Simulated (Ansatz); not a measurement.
We consider zinc-blende MgTe (metastable phase), described by PBE+SOC in Ansatz (plane waves, PAW).

Run with plane-wave cutoff 520 eV, 10×10×10 k mesh, Fermi–Dirac smearing 0.01 eV, PAW data made under PBE.

A third-order Birch–Murnaghan fit to the energies gives V0 = 34.492 Å³/atom, B0 = 33.7 GPa, B′ = 4.2.

| V (Å³/atom) | P (GPa) |
|---|---|
| 32.424 | 2.374 |
| 33.114 | ___ |
| 33.803 | ___ |
| 34.493 | -0.001 |
| 35.183 | -0.642 |
| 35.873 | ___ |
| 36.563 | -1.740 |

Question: Estimate the withheld pressures from this fit; the answers are the runs' own values.

Answer: 
- 33.114, P (GPa): 1.499
- 33.803, P (GPa): 0.710
- 35.873, P (GPa): -1.219

The formula P = (3/2) B0 (x^(7/3) − x^(5/3)) [1 + (3/4)(B′ − 4)(x^(2/3) − 1)] with x = V0/V meets the computed pressures within 0.01 GPa when these rounded values are put in.

Measured, for comparison: equilibrium volume per atom 33.08 Å³/atom (room temperature, no zero-point or thermal correction, from epitaxial CdTe/MgTe superlattices; as tabulated in Lucero et al. (2012), arXiv:1111.4515). Computed (rounded) less measured: equilibrium volume per atom +4.3 %.

Computed values are for the static lattice.

Cost on a shared machine: very roughly 5 core-minutes.

Ansatz is a first-principles code.
